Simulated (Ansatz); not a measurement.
# Nudged elastic band run: Al2H4

input.yaml

```yaml
crystal:
  periodic: [false, false, false]
  atoms:
    - { symbol: Al, position_ang: [-0.673137, -1.114101, -0.124334] }
    - { symbol: Al, position_ang: [0.687449, 1.092585, 0.10937] }
    - { symbol: H, position_ang: [-2.250874, -1.117657, -0.444319] }
    - { symbol: H, position_ang: [0.007065, -2.564244, 0.039307] }
    - { symbol: H, position_ang: [1.404653, 1.796597, -1.148603] }
    - { symbol: H, position_ang: [0.866943, 1.84292, 1.52228] }
basis:
  gaussian: { orbitals: "6-31G*" }
hamiltonian:
  xc: blyp
neb:
  order_check: false
  images: 7
  f_tol: 0.05
  max_iterations: 60
  initial_path: idpp
  final_atoms:
    - { symbol: Al, position_ang: [-0.67300059, -1.11469429, -0.12534021] }
    - { symbol: Al, position_ang: [0.68731884, 1.09299259, 0.11072208] }
    - { symbol: H, position_ang: [-0.87930537, -1.84993943, -1.54233969] }
    - { symbol: H, position_ang: [-1.36640277, -1.83347207, 1.13714397] }
    - { symbol: H, position_ang: [0.00252396, 2.54331892, -0.02598417] }
    - { symbol: H, position_ang: [2.27096493, 1.09789429, 0.39949902] }
```

Command:

```bash
$ ansatz run input.yaml --threads 1 --pin off --max-ram 2048MiB --backend cpu --events-out ev --progress --plain --runs-dir out
```

Output, in part (warnings, iteration lines, the closing report on the highest movable image, with atoms numbered from 0):

```
NEB end point (image 0): max|allowed force component| = 1.069e-2 eV/Å (the criterion of neb.relax_end_points is 1.000e-2)
NEB end point (image 8): max|allowed force component| = 1.246e-2 eV/Å (the criterion of neb.relax_end_points is 1.000e-2)
NEB iter   1: max|band force component| = 6.864e-1 eV/Å  barrier→ = 0.1410 eV  barrier← = 0.1410 eV  Δτ_max = 0.1413 Å  (193 SCF iters)
NEB iter   2: max|band force component| = 2.395e-1 eV/Å  barrier→ = 0.1118 eV  barrier← = 0.1118 eV  CI = image 4  Δτ_max = 0.0682 Å  (153 SCF iters)
NEB iter   3: max|band force component| = 1.269e-2 eV/Å  barrier→ = 0.0901 eV  barrier← = 0.0901 eV  CI = image 4  Δτ_max = 0.0000 Å  (306 SCF iters)
Total energy: -13256.45752744 eV, -487.1658285838 hartree
Atom 0 at    -0.682287    -1.128638    -0.127206 Å, force    -0.006724    -0.010727    -0.001112 eV/Å
Atom 1 at     0.696246     1.107218     0.111798 Å, force     0.007271     0.011543     0.001182 eV/Å
Atom 2 at    -1.739298    -1.366842    -1.316313 Å, force     0.007390     0.010929     0.001938 eV/Å
Atom 3 at    -0.526661    -2.352219     0.905581 Å, force     0.006608     0.011768     0.000400 eV/Å
Atom 4 at     0.540599     2.330953    -0.920843 Å, force    -0.006895    -0.012130    -0.000451 eV/Å
Atom 5 at     1.753501     1.345628     1.300685 Å, force    -0.007650    -0.011384    -0.001958 eV/Å
Dipole moment:    -0.000111    -0.000172     0.000001 e Å
```

It converged. A vibrational analysis at the climbing image gives one clearly imaginary mode, 165i cm⁻¹: a first-order saddle point.

Final band (atoms are numbered from 1 in the order of the input):

```tsv
image	path coordinate (Å)	energy (kcal/mol)	dihedral H4–Al1–Al2–H6 (°)
0	0.00	0.0	-90
1	0.53	0.3	-67
2	1.06	1.0	-45
3	1.60	1.8	-22
4	2.13	2.1	0
5	2.66	1.8	23
6	3.19	1.0	45
7	3.73	0.3	67
8	4.26	0.0	90
```

Run time: 54 s on 1 thread of Intel(R) Xeon(R) Processor @ 2.50GHz (Skylake/Cascade Lake) (shared host), peak memory 0.11 GiB.
